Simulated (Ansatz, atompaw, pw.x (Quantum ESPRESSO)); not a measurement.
# pw.x on bcc Mo: one setting changed

Potential: PAW, atompaw 4.2.0.5, LDA (PW92); core [Ar] 3d10, reference 4s2 4p6 4d5 5s1 5p0; waves: 4s (bound): rc 1.40 bohr; 5s (bound): rc 1.90 bohr; 4p (bound): rc 1.80 bohr; 5p (bound, empty): rc 2.20 bohr; 4d (bound): rc 2.70 bohr; 4d channel at 0.2 Ry: rc 2.70 bohr; local part: troulliermartins scheme with l = 3 at 0 Ry, radius 2.20 bohr; core correction: smooth core density matched at 1.75 bohr; augmentation: besselshape compensation charge, radius 2.10 bohr; PAW radius 2.70 bohr; waves and projectors: custom polynom2 7 10 vanderbiltortho.

The reference run (k-mesh 15³, cutoffs 85/850 Ry, Fermi–Dirac 0.01 Ry, mixing_beta 0.4, conv_thr 1e-9, no spin) gives -0.02 GPa at 15.067 Å³/atom, where all-electron LAPW gives 0.24 GPa. This run, with its own iteration cap, changes degauss to 0.005.

```
&control
  calculation='scf', prefix='x', pseudo_dir='./', outdir='./tmp', tstress=.true., disk_io='none'
/
&system
  ibrav=0, nat=1, ntyp=1, ecutwfc=85, ecutrho=850, nbnd=15,
  occupations='smearing', smearing='fd', degauss=0.005
/
&electrons
  conv_thr=1e-09, mixing_beta=0.4, electron_maxstep=50
/
ATOMIC_SPECIES
Mo 1.0 Mo.UPF
CELL_PARAMETERS angstrom
  -1.55592598 1.55592598 1.55592598
  1.55592598 -1.55592598 1.55592598
  1.55592598 1.55592598 -1.55592598
ATOMIC_POSITIONS crystal
Mo 0.0000 0.0000 0.0000
K_POINTS automatic
15 15 15 0 0 0
```

```bash
pw.x < Mo.scf.in > Mo.scf.out
```

Q: How does the run end?

A: It converges in 8 iterations; the free energy moves by +15.7 meV/atom and the pressure by +0.03 GPa. In a metal, with Fermi–Dirac smearing, F lies below its zero-width value by a term in the square of the width.

```
Message from routine setup:
     using ibrav=0 with symmetry is DISCOURAGED, use correct ibrav instead
     lattice parameter (alat)  =       5.0927  a.u.
     unit-cell volume          =     101.6772 (a.u.)^3
     number of electrons       =        14.00
     number of Kohn-Sham states=           15
     kinetic-energy cutoff     =      85.0000  Ry
     charge density cutoff     =     850.0000  Ry
     scf convergence threshold =      1.0E-09
     Exchange-correlation= SLA PW NOGX NOGC
     number of k points=   120  Fermi-Dirac smearing, width (Ry)=  0.0050
     iteration #  1     ecut=    85.00 Ry     beta= 0.40
     total energy              =    -355.47975712 Ry
     estimated scf accuracy    <       0.07148864 Ry
     iteration #  2     ecut=    85.00 Ry     beta= 0.40
     total energy              =    -355.48839097 Ry
     estimated scf accuracy    <       0.01908017 Ry
     iteration #  3     ecut=    85.00 Ry     beta= 0.40
     total energy              =    -355.48960669 Ry
     estimated scf accuracy    <       0.00031519 Ry
     iteration #  4     ecut=    85.00 Ry     beta= 0.40
     c_bands:  1 eigenvalues not converged
     c_bands:  1 eigenvalues not converged
     c_bands:  1 eigenvalues not converged
     c_bands:  1 eigenvalues not converged
     total energy              =    -355.48988359 Ry
     estimated scf accuracy    <       0.00003510 Ry
     iteration #  5     ecut=    85.00 Ry     beta= 0.40
     total energy              =    -355.48989209 Ry
     estimated scf accuracy    <       0.00000112 Ry
     iteration #  6     ecut=    85.00 Ry     beta= 0.40
     total energy              =    -355.48989354 Ry
     estimated scf accuracy    <       0.00000007 Ry
     iteration #  7     ecut=    85.00 Ry     beta= 0.40
     total energy              =    -355.48989354 Ry
     estimated scf accuracy    <       0.00000007 Ry
     iteration #  8     ecut=    85.00 Ry     beta= 0.40
     the Fermi energy is    20.1747 ev
!    total energy              =    -355.48989355 Ry
     estimated scf accuracy    <          1.4E-10 Ry
     smearing contrib. (-TS)   =      -0.00079329 Ry
     convergence has been achieved in   8 iterations
          total   stress  (Ry/bohr**3)                   (kbar)     P=        0.15
     Message from routine punch:
     Nothing written, as per user request (disk_io='none')
```

The run took about 33 s on one core of a shared server CPU.
